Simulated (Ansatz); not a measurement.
## Relaxing nickel (fcc)

Level of theory: Ansatz, DFT, PBEsol, plane waves (420 eV) with PAW, scalar-relativistic. (PAW data from PBE, frozen cores regenerated.)

k-point mesh 15×15×15, Fermi-Dirac smearing 0.1 eV, no spin polarisation. Cell and atoms relax.

Starting structure:

```yaml
crystal:
  lattice:
    - [0.0, 1.76194, 1.76194]
    - [1.76194, 0.0, 1.76194]
    - [1.76194, 1.76194, 0.0]
  atoms:
    - { symbol: Ni, position: [0.0, 0.0, 0.0] }
hamiltonian:
  xc: pbesol
  pseudopotentials:
    kind: paw
    azcp:
      Ni: "pseudopotentials/Ni.paw.azcp"
basis:
  ecutwfc: 420
  fft_grid_basis: typed
kpoints:
  mp_grid: { grid: [15, 15, 15], shift: [0, 0, 0] }
magnetization:
  spin_polarized: false
scf:
  occupations: { method: fermi_dirac, width: 0.1 }
relax:
  max_steps: 60
  f_tol: 0.01
  cell: {}
```

Q: The pressure at the start is -11.2 GPa. By how much does the volume change?

A: From 10.94 to 10.35 Å³ per atom, -5.4 %. The final cell has a = 3.459 Å.

Q: How much energy does the relaxation gain?

A: 21.8 meV per atom.

Path of the relaxation (the plane waves are chosen anew near the end, which can shift the energy a little):

```csv
step,E − E(final) (meV/atom),V (Å³/atom),P (GPa),max force (eV/Å)
0,21.84,10.940,-11.24,0.000
1,5.16,10.631,-5.85,0.000
2,-0.16,10.317,0.73,0.000
3,-0.22,10.349,-0.01,0.000
4,0.00,10.349,0.02,0.000
```

Spin polarisation is off here; a magnetic state may lie lower.
